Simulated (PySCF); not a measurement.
C3H6O2.
SMILES with atom numbers: `[CH3:1][O:2][C@H:3]1[CH2:4][O:5]1` (hydrogens: H6, H7, H8 on C1; H9 on C3; H10, H11 on C4)

A linear-response calculation (PySCF, def2-SVPD basis, gas phase, vertical, core orbitals frozen in the response) gave these numbers; the functional is withheld.

Orbital energies (eV): HOMO-3 -9.99, HOMO-2 -8.66, HOMO-1 -8.09, HOMO -7.86, LUMO 0.59, LUMO+1 0.92, LUMO+2 1.30.

| state | E (eV) | f | main configurations (H = HOMO, L = LUMO) |
| --- | --- | --- | --- |
| S1 | 7.51 | 0.0025 | H→L (90%) |
| S2 | 7.73 | 0.040 | H-1→L (78%), H→L+1 (15%) |
| S3 | 7.89 | 0.016 | H→L+1 (77%), H-1→L (10%) |
| S4 | 8.01 | 0.0075 | H→L+2 (46%), H→L+3 (30%) |
| S5 | 8.11 | 0.0076 | H-1→L+1 (84%) |
| S6 | 8.25 | 0.0093 | H→L+3 (47%), H→L+2 (42%) |

Triplets (Tamm–Dancoff): T1 7.42 eV, H→L (83%), H-1→L (12%); T2 7.53 eV, H→L+1 (29%), H-1→L (22%), H→L+3 (15%); T3 7.59 eV, H-1→L (51%), H→L+3 (20%), H→L+2 (9%); T4 7.83 eV, H→L+1 (64%), H-1→L (8%).

Vertical ionisation energy by ΔSCF with the same functional: 10.32 eV. Mean static polarisability: 45.4 au.

Question: Which of these was used?
A. B3LYP
B. wB97X-D
C. HF
D. PBE

Answer: A. B3LYP is a global hybrid with 20% exact exchange. In this run −ε(HOMO) = 7.86 eV differs from the ΔSCF value by -2.46 eV, and S1 differs from the orbital gap of 8.44 eV by -0.93 eV. The ratio −ε(HOMO)/IP is 0.76. Usual ranges for neutral molecules in this basis: 0.67 to 0.83 with B3LYP, 0.5 to 0.7 with PBE, 0.89 to 0.99 with wB97X-D; with Hartree–Fock the ratio is 1 or more (Koopmans' value less the relaxation energy is the ΔSCF value).

Level of theory: TDDFT B3LYP/def2-SVPD, vertical, gas phase, core orbitals frozen in the response (PySCF). The structure is a single PBE0-D3(BJ)/def2-SVP conformer in the gas phase; no vibrational or solvent corrections.

Shape of the structure used: `[CH3:1][O:2][C@H:3]1[CH2:4][O:5]1`: C1–O2–C3–C4 -147°.
